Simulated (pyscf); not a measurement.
Optimised with ωB97X-D3(BJ)/def2-SVP in PySCF.

**Question.** For H₂Si=S + H atom (H•) → [HSi=S]• + hydrogen (H₂), a hydrogen abstraction (doublet surface; H–Si broken, H–H formed), PBE/def2-TZVP gives ΔE‡ = -0.8 kcal/mol and ΔE = -24.5 kcal/mol (zero: the separated reactants). In which direction and how far do r²SCAN/def2-TZVP, PBE0-D3(BJ)/def2-TZVP, ωB97M-D3(BJ)/def2-TZVP move these?

**Answer.** r²SCAN: ΔE‡ = -1.9 kcal/mol, ΔE = -24.9 kcal/mol; PBE0-D3(BJ): ΔE‡ = 1.0 kcal/mol, ΔE = -21.7 kcal/mol; ωB97M-D3(BJ): ΔE‡ = 3.8 kcal/mol, ΔE = -21.4 kcal/mol. PBE's barrier lies among them. Its reaction energy lies among theirs. At PBE, r²SCAN this geometry lies under the reactants; that is no barrier but a single point on another level's saddle; such a level's own saddle, if it has one, lies nearer that side and is low. This is the saddle that the search found; another between the same sides may lie lower. The angle at the transferred H is 178°.
